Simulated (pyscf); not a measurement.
Structures and frequencies: ωB97X-D3(BJ)/def2-SVP in PySCF. MP2 and CC: frozen core, UHF for open shells. ΔMP2 is the change of the MP2 total energy from the triple- to the quadruple-zeta basis.

Problem. PBE/def2-TZVP puts the barrier of `[CH3][SH]` + `[H]` [doublet] → `[SH2]` + `[CH3]` [doublet] (substitution at S; doublet surface; C–S broken, H–S formed) at -2.3 kcal/mol and the reaction energy at -13.3 kcal/mol, from the separated reactants. What do r²SCAN/def2-TZVP, M06-2X/def2-TZVP, CCSD(T)/def2-TZVPP + ΔMP2(QZVPP) give on the same structures?

Solution. r²SCAN: ΔE‡ = -3.2 kcal/mol, ΔE = -18.8 kcal/mol; M06-2X: ΔE‡ = 3.7 kcal/mol, ΔE = -14.1 kcal/mol; CCSD(T): ΔE‡ = 2.9 kcal/mol, ΔE = -16.9 kcal/mol. PBE's barrier lies among them. Its reaction energy lies over all of them, by 0.8 to 5.5 kcal/mol. At PBE, r²SCAN this geometry lies under the reactants; that is no barrier but a single point on another level's saddle; such a level's own saddle, if it has one, lies nearer that side and is low. This is the saddle that the search found; another between the same sides may lie lower. The angle at the attacked S is 156°. The CCSD(T) − MP2 part came from Ansatz, without density fitting, on the same reference.
